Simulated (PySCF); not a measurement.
Atoms are numbered as in `[cH:1]1[cH:2][cH:3][p:4][cH:5][cH:6]1` (H(Xn): hydrogen on atom n).

GIAO PBE0/pcSseg-1 shifts (PySCF 2.14, gas phase, non-relativistic, equivalent atoms averaged), each against references optimised in the same way as the molecule (TMS, H3PO4).

On the GFN2-xTB geometry: C3/C5 165.7, C2/C6 138.6, C1 133.8, P4 234.5, H(C3)/H(C5) 9.28, H(C2)/H(C6) 8.21, H(C1) 7.79 ppm.

What changes on the PBE0-D3(BJ)/def2-SVP geometry?

Answers


| atoms | δ (ppm) | change |
| --- | --- | --- |
| C3/C5 | 165.2 | -0.5 |
| C2/C6 | 139.0 | +0.4 |
| C1 | 134.2 | +0.4 |
| P4 | 228.2 | -6.3 |
| H(C3)/H(C5) | 9.01 | -0.27 |
| H(C2)/H(C6) | 8.00 | -0.21 |
| H(C1) | 7.60 | -0.19 |

Bonds between heavy atoms that differ most (equivalent bonds averaged): C2–C3 1.379 → 1.391 Å, C1–C2 1.386 → 1.396 Å, C3–P4 1.734 → 1.738 Å. Mean change of bonds to hydrogen: C–H +0.012 Å.
